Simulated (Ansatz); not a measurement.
```yaml
crystal:
  periodic: [false, false, false]
  atoms:
    - {symbol: Al, position_ang: [0.068834, 0.050925, -0.153164]}
    - {symbol: H, position_ang: [0.136831, -0.164006, 1.731583]}
    - {symbol: H, position_ang: [1.571302, 0.052330, -0.601016]}
    - {symbol: H, position_ang: [-0.835110, 1.305149, -0.369013]}
    - {symbol: H, position_ang: [-0.830530, -1.254023, -0.543990]}
basis:
  gaussian: {orbitals: ANO-RCC-VTZP}
total_charge: -1
magnetization: {spin_polarized: true, initial_magnetization: 2}
hamiltonian: {xc: {name: B97}}
scf: {omitted_lower_state_checks: [starts]}
relax: {f_tol: 0.0001, max_steps: 1}
output: {forces: true}
```

```sh
$ ansatz run in.yaml --threads 4 --pin off --events-out ev --progress --plain --max-ram 3916MiB
```

Predict how Ansatz answers.

The SCF steps converged, but the relaxation ran out of steps. The relaxation is allowed too few steps for its threshold.
```
Functional definition: B97
628 factors; their error is unknown
mean field evaluation 1: about -6667.7688 eV, gradient 9.5e0 eV
mean field evaluation 2: about -6666.0112 eV, gradient 1.5e1 eV
mean field evaluation 4: about -6668.6823 eV, gradient 1.3e0 eV
mean field evaluation 8: about -6668.7511 eV, gradient 9.3e-2 eV
mean field evaluation 16: about -6668.7466 eV, gradient 4.0e-4 eV
mean field -6668.74657035 eV, -245.0719162216 hartree, gradient 4.0e-5 eV, S^2 2.002474; 0 other end points of the search recorded, 0 dependent functions left out
reference -6668.74662018 eV, -245.0719180527 hartree; 10, 8 occupied and 80, 82 virtual orbitals, 628 factors
relax step   1: F+E_penalty+E_count = -6668.74657035 eV  Δ(F+E_penalty+E_count) = +0.000e0 eV  max|allowed force component| = 9.833e-1 eV/Å  Δτ_max = 0.0000 Å  (33 SCF iters, accepted)
Error: geometry relaxation did not converge after 1 steps: max|allowed force component| = 9.83e-1 eV/Å (threshold 1.0e-4). Raise `relax.max_steps` over both its present limit and 1, loosen `relax.f_tol`, or start from a geometry closer to equilibrium. Where this run's directory can be resumed (`checkpoint.write`), a resume goes on for up to `relax.max_steps` more
```
